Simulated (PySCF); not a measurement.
A GIAO shielding run with PySCF (density fitting, non-relativistic, gas phase) on SMILES C=C(C=C)[O-], [C4H5O]-:

```
$ OMP_NUM_THREADS=1 python probes_run.py task.json out

{"job": {"kind": "nmr", "xc": "PBE0", "basis": "pcSseg-1"}, "charge": -1, "multiplicity": 1}
C     -1.816536     0.004878     0.228489
C     -0.609420    -0.167296    -0.296298
C      0.658174     0.219637     0.397910
C      1.794285    -0.044644    -0.320375
O      0.595738     0.743034     1.552455
H     -1.910869     0.446685     1.207572
H     -2.736185    -0.275088    -0.273434
H     -0.503777    -0.612507    -1.283292
H      1.761170    -0.496041    -1.303239
H      2.776302     0.185997     0.067684
```

Hardware: 1 thread of an Arm Neoverse V1, shared host. The job also computes population analyses, field gradients.

(1) How large is the calculation?

(2) How long does it take, and how much memory does it need?

Results:

(1) 38 electrons, 110 basis functions and 567 auxiliary functions.

(2) 7.1 s of wall time, with 15 SCF cycles and 5 response iterations; peak memory 0.5 GiB. Times on a shared host scatter by some tens of per cent.
